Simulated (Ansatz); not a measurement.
## PH3 (phosphine): methods side by side

PH3 has 4 atoms, charge 0, and is taken as a singlet. SMILES: `P`. The coordinates come from a PBE0-D4/def2-TZVP relaxation.

```xyz
4

P     0.3460   -0.3265   -0.3328
H     0.6309   -0.0340    1.0270
H    -1.0055   -0.6630   -0.0572
H     0.0287    1.0235   -0.6369
```

Each level gives the energy change with the P1–H4 bond stretched from 1.420 to 1.775 Å (eV). The values are calculated.

```csv
level,kind,program,value (eV),less FCI/6-31G,CPU time (all runs)
SVWN5/6-31G (restricted),LDA,Ansatz,0.52,+0.03,1 s
BLYP/6-31G (restricted),GGA,Ansatz,0.51,+0.02,1.4 s
revPBE/6-31G (restricted),GGA,Ansatz,0.53,+0.04,1.4 s
r2SCAN/6-31G (restricted),meta-GGA,Ansatz,0.60,+0.11,3.6 s
B3LYP/6-31G (restricted),global hybrid,Ansatz,0.59,+0.10,1.5 s
BHLYP/6-31G (restricted),global hybrid,Ansatz,0.69,+0.20,1.5 s
CCSD/6-31G (restricted),coupled cluster or CI,Ansatz,0.50,+0.01,0.37 s
FCI/3-21G,exact in the basis,Ansatz,0.50,+0.01,6 s
FCI/6-31G,exact in the basis,Ansatz,0.49,0.00,6.4 s
```

FCI/6-31G is exact within its basis and frozen core, so for wave-function methods in that basis the difference is their error; functionals converge differently with the basis, so for them it is only a difference. The first shape isn't each level's own minimum. The values span 0.49 to 0.69 eV. All rows use very small basis sets, so none should be taken for the real molecule's value. In so small a basis fixed costs decide the times, and correlated methods can beat functionals. CPU times are rough (shared hosts, several kinds of processor and program).
